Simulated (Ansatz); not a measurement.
Geometry optimisation, RKS BHLYP-D4/def2-SVP in Ansatz.

The input (input.yaml):

```yaml
crystal:
  periodic: [false, false, false]
  atoms:
    - { symbol: Si, position_ang: [0.0, 0.0, 0.0] }
    - { symbol: H, position_ang: [0.0, 0.0, 1.81] }
    - { symbol: H, position_ang: [1.3768, 0.0, -0.4862] }
    - { symbol: H, position_ang: [-0.6877, 1.1914, -0.4862] }
    - { symbol: O, position_ang: [-0.7913, -1.3709, -0.5594] }
    - { symbol: H, position_ang: [-1.2459, -1.8365, 0.2129] }
    - { symbol: P, position_ang: [1.2944, -1.9656, 0.782] }
    - { symbol: H, position_ang: [0.4981, -3.1353, 0.6631] }
    - { symbol: H, position_ang: [2.4646, -2.108, -0.0096] }
    - { symbol: H, position_ang: [0.522, -0.7926, 1.8858] }
basis:
  gaussian: { orbitals: def2-SVP }
hamiltonian:
  xc: { name: BHLYP }
  dispersion: d4
relax:
  f_tol: 0.15
  max_steps: 25
  restrain:
    - { distance: [0, 6], at: 3.38, k: 30.0 }
    - { distance: [9, 1], at: 1.86, k: 30.0 }
    - { distance: [0, 1], at: 1.46, k: 30.0 }
    - { distance: [9, 6], at: 1.42, k: 30.0 }
```

Command:

```bash
$ ansatz run input.yaml --threads 2 --pin off --max-ram 3072MiB --backend cpu --events-out ev --progress --plain --runs-dir out
```

Task: Where does it end, and by what steps?

Result: The forces met the threshold. The restraints hold the end off the free minimum. After 17 steps the energy has fallen by 5.214 eV (the restraints' own energy left out); H6 moved furthest, 1.04 Å. Parted: Si1–P7 (2.48 → 3.40 Å).

```
step  energy less start (eV)  largest force component (eV/Å)  accepted
   0                  0.0000                           3.477       yes
   1                 -1.0603                           3.045       yes
   2                 -2.5019                           4.350       yes
   3                 -3.8108                           3.719       yes
   4                 -4.8071                           1.670       yes
   5                 -5.0340                           1.027       yes
   6                 -5.1359                           0.787       yes
   7                 -5.1826                           0.557       yes
   8                 -5.1911                           0.576       yes
   9                 -5.1414                           2.342        no
  10                 -5.1941                           0.635       yes
  11                 -5.2003                           0.590       yes
  12                 -5.2070                           0.538       yes
  13                 -5.1974                           0.907        no
  14                 -5.2094                           0.539       yes
  15                 -5.2111                           0.507       yes
  16                 -5.2128                           0.476       yes
  17                 -5.2141                           0.523       yes
```

```xyz
10
Properties=species:S:1:pos:R:3
Si -0.136 -0.026 0.027
H 0.050 0.083 1.477
H 1.171 -0.068 -0.646
H -0.884 1.175 -0.433
O -0.999 -1.373 -0.402
H -1.951 -1.345 -0.372
P 1.752 -2.517 1.373
H 0.652 -2.749 0.520
H 2.541 -1.894 0.379
H 1.235 -1.304 1.889
```

The run took 32 s on 2 threads of Arm Neoverse V1, on a shared host, peak memory 0.16 GiB.
